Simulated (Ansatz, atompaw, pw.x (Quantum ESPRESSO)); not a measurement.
hafnium: does the PAW (atompaw) potential hold in the solid?

- Element: Hf (Z = 72)
- Generator: atompaw 4.2.0.5
- Type: PAW
- Functional: PBEsol
- Relativity: scalar-relativistic
- Frozen core: [Xe] 4f14
- Valence charge: 4
- Reference configuration: 5d2 6s2 6p0
- Partial waves: 6s (bound): rc 3.00 bohr; 6s channel at 0.2 Ry: rc 3.00 bohr; 6p (bound, empty): rc 3.00 bohr; 6p channel at 2 Ry: rc 3.00 bohr; 5d (bound): rc 1.70 bohr; 5d channel at 1.4 Ry: rc 3.00 bohr
- Local potential: ultrasoft scheme with l = 3 at 0 Ry, radius 2.80 bohr
- Core correction: smooth core density matched at 2.55 bohr
- Augmentation charge: besselshape compensation charge, radius 2.50 bohr; PAW radius 3.00 bohr; waves and projectors: custom rrkj gramschmidtortho

Atomic tests: cutoffs needed: 30 Ry and 35 Ry (the cutoffs (Ry, on a coarse ladder) from which the occupation-weighted sum of valence levels, in a spherical-Bessel basis at the reference potential, stays within 10 and 1 mRy of its value at 400 Ry); ghost test: no extra level below or beside the all-electron valence levels (s, p, d, f tested) (spherical-Bessel basis up to 400 Ry, 20 bohr box); lowest eigenvalue of the overlap operator: 0.39 (s channel).

Crystal test: bcc Hf in pw.x 7.5, no spin, 13³ k-points, Fermi–Dirac smearing 0.01 Ry, cutoffs 45/450 Ry. The lattice is a test structure that the element need not adopt, and mesh and smearing are coarse.

pw.x input:

```
&control
  calculation='scf', prefix='x', pseudo_dir='./', outdir='./tmp', tstress=.true., disk_io='none'
/
&system
  ibrav=0, nat=1, ntyp=1, ecutwfc=45, ecutrho=450, nbnd=9,
  occupations='smearing', smearing='fd', degauss=0.01
/
&electrons
  conv_thr=1e-09, mixing_beta=0.4, electron_maxstep=70
/
ATOMIC_SPECIES
Hf 1.0 Hf.UPF
CELL_PARAMETERS angstrom
  -1.74816133 1.74816133 1.74816133
  1.74816133 -1.74816133 1.74816133
  1.74816133 1.74816133 -1.74816133
ATOMIC_POSITIONS crystal
Hf 0.0000 0.0000 0.0000
K_POINTS automatic
13 13 13 0 0 0
```

```bash
pw.x < Hf.scf.in > Hf.scf.out
```

Problem. How does the run end?

Solution. It converges; the pressure is 0.85 GPa against 0.10 GPa from all-electron LAPW. The largest radius (3.00 bohr) exceeds half the bond length (2.86 bohr), so the spheres overlap, which is one possible source of error among others. The log shows:

```
     iteration #  3     ecut=    45.00 Ry     beta= 0.40
     negative rho (up, down):  3.547E-02 0.000E+00
     total energy              =    -609.34350897 Ry
     estimated scf accuracy    <       0.00001363 Ry
     iteration #  4     ecut=    45.00 Ry     beta= 0.40
     c_bands:  1 eigenvalues not converged
     negative rho (up, down):  3.682E-02 0.000E+00
     total energy              =    -609.34360284 Ry
     estimated scf accuracy    <       0.00000204 Ry
     [... 8 iterations left out ...]
     iteration # 13     ecut=    45.00 Ry     beta= 0.40
     negative rho (up, down):  3.649E-02 0.000E+00
     total energy              =    -609.34360219 Ry
     estimated scf accuracy    <       0.00000003 Ry
     iteration # 14     ecut=    45.00 Ry     beta= 0.40
     negative rho (up, down):  3.649E-02 0.000E+00
     total energy              =    -609.34360220 Ry
     estimated scf accuracy    <       0.00000003 Ry
     iteration # 15     ecut=    45.00 Ry     beta= 0.40
     negative rho (up, down):  3.650E-02 0.000E+00
     total energy              =    -609.34360218 Ry
     estimated scf accuracy    <       0.00000004 Ry
     iteration # 16     ecut=    45.00 Ry     beta= 0.40
     negative rho (up, down):  3.649E-02 0.000E+00
     the Fermi energy is     9.1408 ev
!    total energy              =    -609.34360218 Ry
     estimated scf accuracy    <          8.8E-10 Ry
     smearing contrib. (-TS)   =      -0.00819213 Ry
     The total energy is F=E-TS. E is the sum of the following terms:
     one-electron contribution =       6.10277898 Ry
     hartree contribution      =       0.01096724 Ry
     xc contribution           =      -4.01721742 Ry
     ewald contribution        =      -8.81291388 Ry
     one-center paw contrib.   =    -602.61902497 Ry
     convergence has been achieved in  16 iterations
     negative rho (up, down):  3.649E-02 0.000E+00
          total   stress  (Ry/bohr**3)                   (kbar)     P=        8.54
     Message from routine punch:
     Nothing written, as per user request (disk_io='none')
```
